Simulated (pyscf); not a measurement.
Single points on ωB97X-D3(BJ)/def2-SVP structures (PySCF, gas phase). MP2 and CC: frozen core, UHF for open shells. ΔMP2 is the change of the MP2 total energy from the triple- to the quadruple-zeta basis.

**Question.** Estimate the classical barrier height and the reaction energy of `[NH2][B]([OH])[F]` + `[FH]` -> `[OH][B]([F])[F]` + `[NH3]` at CCSD(T)/def2-TZVPP + ΔMP2(QZVPP). The step runs on the singlet surface, breaks B–N, F–H and forms B–F, H–N; take the separated reactants as zero.

**Answer.** ΔE‡ = 0.55 eV, ΔE = -0.38 eV. Zero-point energy shifts the barrier by +0.03 eV. It is a four-centre exchange, with an imaginary mode of 955i cm⁻¹. On the reactant side the descent ends in a complex, 0.28 eV under the separated species and 0.71 eV under the saddle at ωB97X-D3(BJ)/def2-TZVP. On the product side the descent ends in an adduct with a B–N contact, 0.63 eV under the separated species and 1.45 eV under the saddle at ωB97X-D3(BJ)/def2-TZVP. What is counted as broken (B–N) persists as a longer contact in the product adduct; parting that adduct is a step of its own. At ωB97X-D3(BJ)/def2-TZVP the barrier from the zero used here is 0.42 eV. One saddle was located; it need not be the lowest between these sides. The CCSD(T) − MP2 part came from Ansatz, without density fitting, on the same reference.
